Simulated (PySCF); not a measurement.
# Spin-rotation constants: SMILES [SiH2]1[SiH2][SiH2]1, H6Si3

Molfile (atoms numbered from 1):
```
H6Si3
     RDKit          3D

  9  9  0  0  0  0  0  0  0  0999 V2000
   -0.7361   -1.1279    0.0648 Si  0  0  0  0  0  4  0  0  0  0  0  0
    1.3295   -0.0740   -0.2346 Si  0  0  0  0  0  4  0  0  0  0  0  0
   -0.5869    1.2035    0.1616 Si  0  0  0  0  0  4  0  0  0  0  0  0
   -0.9748   -1.8716    1.3348 H   0  0  0  0  0  0  0  0  0  0  0  0
   -1.3971   -1.7439   -1.1212 H   0  0  0  0  0  0  0  0  0  0  0  0
    1.9190   -0.0592   -1.6041 H   0  0  0  0  0  0  0  0  0  0  0  0
    2.3447   -0.1887    0.8514 H   0  0  0  0  0  0  0  0  0  0  0  0
   -0.7292    1.8688    1.4884 H   0  0  0  0  0  0  0  0  0  0  0  0
   -1.1493    1.9978   -0.9681 H   0  0  0  0  0  0  0  0  0  0  0  0
  1  2  1  0
  2  3  1  0
  3  1  1  0
  1  4  1  0
  1  5  1  0
  2  6  1  0
  2  7  1  0
  3  8  1  0
  3  9  1  0
M  END
```

Method used: GIAO BHandHLYP/aug-pcSseg-1 magnetisability, rotational g tensor and spin-rotation constants, non-relativistic, gas phase in PySCF. Geometry: PBE0-D3(BJ)/def2-SVP.

Task: Give the nuclear spin-rotation constants along the inertial axes (H = +C I·J) beside the isotropic shieldings.

Result: Rotational constants 5.0540, 5.0484, 2.7879 GHz. A star marks the isotopologue with that one atom substituted, in its own axes.
| atom | isotope | Caa (kHz) | Cbb (kHz) | Ccc (kHz) | mean (kHz) | σ (ppm) |
| --- | --- | --- | --- | --- | --- | --- |
| H4 | 1H | -0.359 | -0.358 | -0.062 | -0.260 | 28.4 |
| H5 | 1H | -0.358 | -0.358 | -0.062 | -0.260 | 28.4 |
| H6 | 1H | -0.359 | -0.358 | -0.061 | -0.260 | 28.4 |
| H7 | 1H | -0.358 | -0.358 | -0.062 | -0.259 | 28.4 |
| H8 | 1H | -0.358 | -0.358 | -0.062 | -0.260 | 28.4 |
| H9 | 1H | -0.359 | -0.358 | -0.062 | -0.260 | 28.4 |
| Si1 | 29Si* | -2.820 | -2.399 | -0.618 | -1.946 | 525.8 |

Where two moments of inertia are equal or nearly so, the constants along those axes are given as their average.
For the geometry as given, no vibrational averaging.
